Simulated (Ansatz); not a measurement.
**Worked example: correlation energy of SiOC⁺, doublet**

Geometry: that of the SiOC, singlet, kept fixed.

```
atom   x (Å)   y (Å)    z (Å)
   C  0.0000  0.0000  -1.3980
   O  0.0000  0.0000  -0.2304
  Si  0.0000  0.0000   1.6284
```

Basis cc-pVTZ; Ansatz 0.2.0. Only valence electrons are correlated (noble-gas cores frozen), which leaves 13 electrons in 87 orbitals. R marks a restricted (for open shells ROHF) determinant, U an unrestricted one.

Full CI isn't at hand for all of this; UCCSDT(Q) serves as the reference, and is uncertain by about the last step of the cluster series.

Runs differ by some tens of microhartree through their thresholds and, for an open shell, their frozen cores, so steps under 0.03 kcal/mol mean nothing.

| level | total energy (hartree) |
| --- | --- |
| UHF | -401.358019 |
| UMP2 | -401.756427 |
| UCCSD | -401.779465 |
| UCCSD(T) | -401.799420 |
| UCCSDT | -401.800176 |
| UCCSDT(Q) | -401.801386 |

Problem. What is the correlation energy at UCCSDT(Q), and what share of it do UMP2 and UCCSD(T) recover?

Solution. E(corr) = -401.801386 − (-401.358019) = -0.443367 hartree = -12.065 eV. UMP2: -0.398408 / -0.443367 = 89.86 %. UCCSD(T): -0.441401 / -0.443367 = 99.56 %.

Problem. By how many kcal/mol does UCCSD(T) miss UCCSDT(Q) (1 hartree = 627.509 kcal/mol), and which steps make up the rest?

Solution. -401.799420 − (-401.801386) = 0.001966 hartree = 1.23 kcal/mol. Steps: UCCSDT − UCCSD(T) = -0.47, UCCSDT(Q) − UCCSDT = -0.76 kcal/mol. Differences between like states or geometries often cancel part of this.
